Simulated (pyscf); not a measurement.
Four-centre exchange: HO–Ga(OH)–OH + H₂S → HO–Ga(OH)–SH + H₂O

Gas phase, singlet surface, charge 0. Bonds broken: Ga1–O2, S8–H9. Bonds formed: Ga1–S8, O2–H9. PySCF, gas phase, ωB97X-D3(BJ)/def2-SVP geometries.

Transition state (Å):

```xyz
10

Ga    -0.7321    -0.0915    -0.3777
O     -1.2389     0.1243     1.4333
O      1.0057    -0.5156    -0.4326
O     -1.9956    -0.7156    -1.4842
H     -0.5656    -0.1022     2.0886
H      1.3574    -0.6330    -1.3213
H     -2.1532    -1.6627    -1.4039
S     -1.1786     2.2956    -0.2814
H     -1.3107     1.4815     0.9865
H     -2.4624     2.1090    -0.6505
```

One imaginary mode, 784i cm⁻¹; descent along it reached the two sides named, in the forms told below.

```csv
bond,change,reactant side (Å),saddle,product side
Ga1–O2,breaks,1.799,1.893,2.111
S8–H9,breaks,1.349,1.513,3.0
Ga1–S8,forms,2.584,2.430,2.212
O2–H9,forms,2.7,1.431,0.970
```

Electronic energies relative to the separated reactants (kcal/mol):

```
level                   barrier  reaction energy  reverse barrier
----------------------  -------  ---------------  ---------------
ωB97X-D3(BJ)/def2-TZVP     -4.5             -9.5              5.0
PBE/def2-TZVP              -4.6             -7.9              3.3
r²SCAN/def2-TZVP           -5.5             -7.5              2.0
B3LYP-D3(BJ)/def2-TZVP     -1.9             -7.2              5.3
PBE0-D3(BJ)/def2-TZVP      -4.9             -8.9              3.9
M06-2X/def2-TZVP           -3.2             -6.4              3.3
ωB97M-D3(BJ)/def2-TZVP     -0.6             -7.0              6.4
HF/def2-TZVP               13.2             -5.4             18.6
```

With ωB97M-D3(BJ)/def2-TZVP energies and thermal terms (ideal gas, 1 atm, RRHO with modes under 100 cm⁻¹ raised to 100, one conformer, R ln 2 for chiral ones without a mode under 150 cm⁻¹), in kcal/mol:

```json
[
 {"T (K)": "298", "ΔH‡": "-1.2", "ΔG‡": "9.1", "ΔH": "-5.4", "ΔG": "-6.0"},
 {"T (K)": "600", "ΔH‡": "-0.8", "ΔG‡": "19.4", "ΔH": "-5.3", "ΔG": "-6.7"},
 {"T (K)": "900", "ΔH‡": "-0.1", "ΔG‡": "29.4", "ΔH": "-5.4", "ΔG": "-7.4"},
 {"T (K)": "1200", "ΔH‡": "0.7", "ΔG‡": "39.1", "ΔH": "-5.5", "ΔG": "-8.1"}
]
```

On the reactant side the descent ends in an adduct with a Ga–S contact, 12.6 kcal/mol under the separated species and 8.2 kcal/mol under the saddle at ωB97X-D3(BJ)/def2-TZVP. On the product side the descent ends in an adduct with a Ga–O contact, 17.2 kcal/mol under the separated species and 22.2 kcal/mol under the saddle at ωB97X-D3(BJ)/def2-TZVP. At ωB97X-D3(BJ)/def2-TZVP, PBE, r²SCAN, B3LYP-D3(BJ), PBE0-D3(BJ), M06-2X, ωB97M-D3(BJ) the saddle lies under the separated reactants, which points to a path from their complex (located at ωB97X-D3(BJ) alone). What is counted as formed (Ga–S) is already present as a longer contact in the reactant adduct; forming that adduct is a step of its own. What is counted as broken (Ga–O) persists as a longer contact in the product adduct; parting that adduct is a step of its own. This is the saddle that the search found; another between the same sides may lie lower. Elements up to Kr have no core potential and no relativistic terms here.
